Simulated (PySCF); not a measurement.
Compound: 1,3-butanediamine, C4H12N2.
SMILES with atom numbers: `[CH3:1][C@H:2]([NH2:3])[CH2:4][CH2:5][NH2:6]` (hydrogens: H7, H8, H9 on C1; H10 on C2; H11, H12 on N3; H13, H14 on C4; H15, H16 on C5; H17, H18 on N6)

The same species was optimised twice, with GFN2-xTB and with PBE0-D3(BJ)/def2-SVP (PySCF), and the same property calculations (PySCF, gas phase) were run on both structures.

```csv
coordinate,GFN2-xTB,PBE0-D3(BJ)/def2-SVP,change
C4–C5 (Å),1.526,1.519,-0.007
C5–N6 (Å),1.455,1.450,-0.005
C2–C4 (Å),1.531,1.526,-0.005
C1–C2 (Å),1.533,1.528,-0.005
C2–N3 (Å),1.458,1.456,-0.002
C2–C4–C5 (°),113.8,115.4,+1.6
C4–C5–N6 (°),109.5,110.4,+0.9
C1–C2–N3 (°),112.9,113.6,+0.7
N3–C2–C4 (°),107.7,108.3,+0.6
C1–C2–C4 (°),111.9,112.5,+0.6
C1–C2–C4–C5 (°),-70,-64,+6
C2–C4–C5–N6 (°),-179,180,-1
```

Rotational constants: A = 6975, B = 1748, C = 1508 MHz (GFN2-xTB) against A = 6976, B = 1750, C = 1503 MHz (PBE0-D3(BJ)/def2-SVP). Point groups within 0.08 Å: C1 and C1.

On the GFN2-xTB structure: isotropic polarisability (au) 70.0 [B3LYP/def2-SVPD]; HOMO (eV) -6.61 [B3LYP/def2-SVPD]; LUMO (eV) 0.45 [B3LYP/def2-SVPD]; dipole (D) 1.27 [B3LYP/def2-SVPD].

Q: What do these properties become on the PBE0-D3(BJ)/def2-SVP structure?

A: 
```json
{"property": "isotropic polarisability (au)", "level": "B3LYP/def2-SVPD", "on GFN2-xTB": "70.0", "on PBE0-D3(BJ)/def2-SVP": "70.7", "change": "+0.7"}
{"property": "HOMO (eV)", "level": "B3LYP/def2-SVPD", "on GFN2-xTB": "-6.61", "on PBE0-D3(BJ)/def2-SVP": "-6.67", "change": "-0.06"}
{"property": "LUMO (eV)", "level": "B3LYP/def2-SVPD", "on GFN2-xTB": "0.45", "on PBE0-D3(BJ)/def2-SVP": "0.42", "change": "-0.03"}
{"property": "dipole (D)", "level": "B3LYP/def2-SVPD", "on GFN2-xTB": "1.27", "on PBE0-D3(BJ)/def2-SVP": "1.33", "change": "+0.06"}
{"property": "energy, GFN2-xTB geometry as zero (kcal/mol)", "level": "B3LYP/def2-SVPD", "on GFN2-xTB": "0.0", "on PBE0-D3(BJ)/def2-SVP": "-0.4", "change": "-0.4"}
```

The heavy atoms differ by 0.027 Å rms after alignment. Among bonds between heavy atoms C4–C5 changes most (-0.007 Å). Changes are differences of the printed values. Neither structure is proved a minimum here.

Shape of the structure used: `[CH3:1][C@H:2]([NH2:3])[CH2:4][CH2:5][NH2:6]`: C1–C2–C4–C5 -64°, C2–C4–C5–N6 180°, H–N3–C2–C1 -62°, H–N3–C2–C1 54°, H–N6–C5–C4 180°, H–N6–C5–C4 63°.
